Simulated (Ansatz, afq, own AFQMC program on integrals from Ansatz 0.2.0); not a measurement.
CH$_{4}$Ge, singlet in 6-31G along one coordinate

```xyz
6

Ge    0.0000    0.0000    0.2739
C     0.0000    0.0000   -1.4947
H     0.0000    1.2853    1.0968
H     0.0000   -1.2853    1.0968
H     0.0000    0.9233   -2.0594
H     0.0000   -0.9233   -2.0594
```

The Ge1–C2 distance is changed with both sides rigid. Energies in eV count from this geometry (1.769 Å) at the same level; the start stands on RHF, each point on the determinant named.

Basis 6-31G. Only valence electrons are correlated. AFQMC by an in-house program on the Cholesky factors that Ansatz 0.2.0 writes for its CCSD(T) run. ph-AFQMC/CISD is guided by a CISD state made of CCSD amplitudes; releasing the constraint for a short imaginary time cuts its bias at the price of noise, slowly where states lie close. ± is one standard error of the sampling. No spin–orbit coupling.

Cautions, each for one point or more: (T) is large; cluster runs in doubt by the program's own checks; higher spins were not checked; inner d shell frozen; no relativity below Rb; no spin-orbit coupling; restricted determinant unstable towards unrestricted; strong correlation; the ph-AFQMC/CISD walk drifts between its halves; the search met a lower determinant of the same kind, perhaps of another symmetry, and this one is a saddle point.

```
r(Ge1–C2) / Å  det.     T1  weight  B2PLYP    MP2  CCSD(T)
        1.443   RHF  0.011    0.90   3.157  3.377    3.479
        2.142   RHF  0.017    0.82  1.326§  1.009    0.865
        2.823  RHF¶  0.047    0.62  4.109§  3.969    3.322
        5.926  RHF†  0.009    0.87  5.120§  5.784    5.538
```

Q: Estimate the curve of phaseless AFQMC with a CISD trial, counted from the same start.

A: 
```csv
r(Ge1–C2) / Å,det.,T1,weight,ph-AFQMC/CISD
1.443,RHF,0.011,0.90,3.449 ± 0.016
2.142,RHF,0.017,0.82,0.843 ± 0.021
2.823,RHF¶,0.047,0.62,3.586 ± 0.057
5.926,RHF†,0.009,0.87,5.502 ± 0.017
```

Weight is that of the determinant in the CISD state; at the start T1 is 0.013 and the weight 0.87. ¶ marks points with a poor determinant and no full CI, where no value is sure; they don't count among the departures. A dagger marks points whose determinant fills other symmetries than the start's, so the wave-function levels may follow another state there, or a degenerate partner. § marks a functional whose ⟨S²⟩ is too high by over 0.1. Largest departures from phaseless AFQMC with a CISD trial: CCSD(T) 0.036 eV at 5.926 (on RHF), MP2 0.283 eV at 5.926 (on RHF). The walk's constraint bias lies outside its error bars, so these are departures and not errors. The functionals aren't scored here. In this small basis the wave-function levels are far from their limit, so their gap to the functionals isn't the functionals' error.

A walk keeps the symmetry of its determinant, which the program's search chose and which needn't be the lowest solution, so a lower state of the same spin and another symmetry isn't excluded.
